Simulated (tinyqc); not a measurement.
The basis set: RHF and MP2 along a ladder of basis sets, for LiH, spin multiplicity 1. Computed by the program tinyqc with PySCF. Same geometry throughout; the dipole is taken about the origin.

Geometry (angstrom):

| atom | x | y | z |
|---|---|---|---|
| Li | 0.0000 | 0.0000 | 0.0000 |
| H | 0.0000 | 0.0000 | 1.4760 |

RHF and frozen-core MP2 in a ladder of bases:

| basis | functions | E(RHF) (hartree) | E(MP2 corr) (hartree) | HOMO (eV) | LUMO (eV) | dipole (debye) |
|---|---|---|---|---|---|---|
| sto-3g | 6 | -7.863122 | -0.011832 | -8.0400 | 2.1535 | 4.8328 |
| 3-21g | 11 | -7.925958 | -0.012235 | -8.3039 | 0.1550 | 5.6473 |
| 6-31g | 11 | -7.975767 | -0.012115 | -8.3566 | 0.3240 | 5.6931 |
| 6-31g** | 19 | -7.977900 | -0.020529 | -8.3422 | 0.3243 | 5.6592 |
| cc-pvtz | 44 | -7.984190 | -0.027418 | -8.3713 | 0.0564 | 5.7132 |

Estimate the missing row, basis = cc-pvdz.

Computed row:
```
basis    functions  E(RHF) (hartree)  E(MP2 corr) (hartree)  HOMO (eV)  LUMO (eV)  dipole (debye)
cc-pvdz         19         -7.980836              -0.022605    -8.3524     0.1002          5.7044
```

From cc-pVDZ to cc-pVTZ the RHF energy falls by 3.4 mhartree and the correlation energy by 4.8. If valence correlation converges as X^-3, (27 E(T) - 8 E(D))/19 gives -0.0294 hartree, a rough estimate from such small X that usually falls short; STO-3G holds about 40 % of it. Beyond STO-3G the LUMO moves by 0.3 eV and the HOMO by 0.1 eV.
